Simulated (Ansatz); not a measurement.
A rate constant, worked out

An elementary step of C2H5O, doublet (C₂H₅O ([CH3][CH2][O]) → C₂H₅O ([CH3][CH][OH]); H–C broken or loosened, H–O formed or tightened). The start structure is the reactant molecule, and the electronic barrier above it is 1.275 eV by CCSD(T) at an estimated basis limit (MP2 extrapolated from triple and quadruple zeta, plus CCSD(T) − MP2 in triple zeta). Program: Ansatz 0.2.0. Basis: def2-TZVPP and def2-QZVPP. Cores are frozen in the correlated methods; orbitals are unrestricted. Extrapolation: Hartree–Fock as exp(−7.88 √X), correlation as X^−2.97. Harmonic wavenumbers at PBE0-D4/def2-TZVP (Ansatz 0.2.0), in cm⁻¹:

Start: 106, 268, 436, 858, 903, 1097, 1106, 1239, 1328, 1386, 1406, 1477, 1487, 2912, 2927, 3054, 3132, 3140.

Saddle: 1953i, 191, 432, 606, 872, 917, 1062, 1121, 1213, 1360, 1400, 1462, 1473, 2446, 3023, 3074, 3103, 3146.

(1) Work out the transition-state-theory rate constant at 500 K from these numbers alone (harmonic vibrations; rotation, path degeneracy and anharmonicity left out), and the Wigner tunnelling factor. Use 1 cm⁻¹ = 1.2398 × 10⁻⁴ eV and k_B = 8.617 × 10⁻⁵ eV/K.

No T1 diagnostic of these runs exceeds 0.018. ⟨S²⟩ of the unrestricted Hartree–Fock references: 0.76 to 0.80 (a pure state has 0.75).

Results:

(1) Zero-point energies, half the sums: start 28262/2 cm⁻¹ = 1.7520 eV; saddle, real modes only, 26901/2 cm⁻¹ = 1.6676 eV.
Barrier with zero-point energy: 1.275 + 1.6676 − 1.7520 = 1.1906 eV.
k_BT = 0.04309 eV, so the barrier is 27.63 k_BT.
Vibrational partition functions from the zero-point level, ln q = −Σ ln(1 − exp(−hν/k_BT)): start 2.661, saddle 1.741.
k = (k_BT/h) exp(ln q‡ − ln q) exp(−E0/k_BT), with log₁₀(k_BT/h in s⁻¹) = 13.02: log₁₀ k = 13.02 + (-0.920 − 27.63)/2.3026 = 0.62, so k ≈ 4 × 10^(0) s⁻¹.
Wigner factor: 1 + (hν‡/k_BT)²/24 = 1 + (5.62)²/24 = 2.32, too large for this simple formula to be trusted. A change of 1 kcal/mol (0.043 eV) in the barrier would change k by a factor of 2.7 at this temperature.

Labels in which every atom is bracketed show which atoms are joined, not bond orders.

For scale, one of the runs: CCSD(T)/def2-TZVPP, 163 basis functions (an equivalent command: `ansatz run in.yaml --threads 2`). Hardware: 2 CPU threads, shared host. Wall time 54 s; peak host memory 3.5 GiB.
